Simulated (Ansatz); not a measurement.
# Al2 (triplet): from Hartree-Fock to the top rungs at distance Al1–Al2 = 5.462 Å, cc-pVDZ

An exercise on one series of results from a longer session: the logs are not shown, and one member is left open.

Method: cc-pVDZ, core rule «outside noble gas», up to 10 orbitals frozen; program: Ansatz 0.2.0, Gaussian basis.

The runs, in order: UHF; CCSD(T) on ROHF; CCSD(T) on UHF; BCCD(T) on ROHF; CISD; CCSDT(Q) on ROHF; CCSDT(Q) on UHF; CISDTQ; CASSCF and MRCISD+Q, 4 electrons in 4 orbitals; CASSCF and NEVPT2, 4 electrons in 4 orbitals; CASSCF and MRCISD+Q, 6 electrons in 8 orbitals; CASSCF and NEVPT2, 6 electrons in 8 orbitals; Full CI.

22 further runs of the same task are left out: 13 that didn't finish, 9 set aside as unsound or not needed.

**What is computed**

The geometry derives from a PBE0/def2-TZVP stationary point (not a proven minimum). One bond is set to the value named and the two fragments are kept rigid.

2 atoms, charge 0, spin multiplicity 3.

Atoms are counted from 1 here; the program's logs count them from 0.

No contacts short enough for the rule that draws bonds.

The first run:

Input file in.yaml:

```yaml
crystal:
  periodic: [false, false, false]
  atoms:
    - {symbol: Al, position_ang: [0.000000, 0.000000, 0.000000]}
    - {symbol: Al, position_ang: [0.000000, 0.000000, 5.462000]}
basis:
  gaussian: {orbitals: cc-pVDZ}
magnetization: {spin_polarized: true, initial_magnetization: 2}
hamiltonian: {xc: hf}
output: {orbitals: {seedname: orbitals}}
```

The run is started by

```bash
ansatz run in.yaml --threads 1 --pin off --events-out ev --progress --plain --max-ram 2393MiB
```

Steps of the session up to this table: UHF; CCSD(T) on ROHF; CCSD(T) on UHF; BCCD(T) on ROHF; CISD; CCSDT(Q) on ROHF; CCSDT(Q) on UHF; CISDTQ; CASSCF and MRCISD+Q, 4 electrons in 4 orbitals; CASSCF and NEVPT2, 4 electrons in 4 orbitals; CASSCF and MRCISD+Q, 6 electrons in 8 orbitals; CASSCF and NEVPT2, 6 electrons in 8 orbitals; Full CI.

One of the session's tables, all rows but one given; the rest of the session is left out.

| method | from FCI (kcal/mol) |
| --- | --- |
| ROHF | +65.46 |
| UHF | +61.26 |
| RMP2 | +22.79 |
| UMP2 | +22.65 |
| CISD | +6.04 |
| RCCSD | +2.21 |
| UCCSD | +2.02 |
| RCCSD(T) | +1.15 |
| UCCSD(T) | +1.11 |
| BCCD(T) | +1.14 |
| RCCSDT | +0.51 |
| UCCSDT | +0.54 |
| CISDTQ | +0.53 |
| RCCSDT(Q) | +0.40 |
| UCCSDT(Q) | ? |
| FCI | 0 |

Estimate the missing values for UCCSDT(Q).

The run gave: from FCI (kcal/mol): +0.46. In the column «from FCI (kcal/mol)» it lies between RCCSDT(Q) (+0.40) and RCCSDT (+0.51).

Left out of the table: CASSCF pair, NEVPT2 pair, MRCISD pair, MRCISD+Q pair, CASSCF valence, NEVPT2 valence, MRCISD valence, MRCISD+Q valence (the active space lost an orbital or holds another state than full CI finds).

To keep in mind: Levels on UHF freeze UHF's core orbitals, full CI those of ROHF, so the U rows can settle a little off it for that reason alone. Restricted and unrestricted rows rest on different reference determinants; where their highest levels disagree by more than a few hundredths of an eV, they describe different states and don't form one ladder. Warnings in the runs' records: passed over end.
